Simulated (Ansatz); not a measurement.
The cluster SiC₂. Charge 0, multiplicity 1. Geometry PBE-D4/def2-TZVP, basis def2-TZVP, Ansatz.

```xyz
3

Si    0.309    1.091    0.240
C     0.447   -0.680   -0.281
C    -0.756   -0.411    0.040
```

```
run  HOMO (eV)  LUMO (eV)
  A      -7.53      -3.39
  B      -9.93      -1.20
  C      -6.50      -4.20
  D      -6.22      -4.24
  E     -10.30      -1.15
  F      -6.98      -3.86
```

LC-ωPBE has ω = 0.4 bohr⁻¹. The structure comes from a short search, and lower isomers may exist.

Problem. The runs used LC-ωPBE, PBE, PBE0, r2SCAN, r2SCANh, ωB97X-V. Estimate which is which.

Solution. A PBE0 (25 % exact exchange); B ωB97X-V (range-separated); C r2SCAN (0 % exact exchange); D PBE (0 % exact exchange); E LC-ωPBE (range-separated); F r2SCANh (10 % exact exchange). Exact exchange lowers occupied and raises empty levels; among semilocal functionals meta-GGAs tend to open the gap a little, and such runs are hard to tell apart. The gap grows from 1.98 eV (PBE) to 9.14 eV (LC-ωPBE).
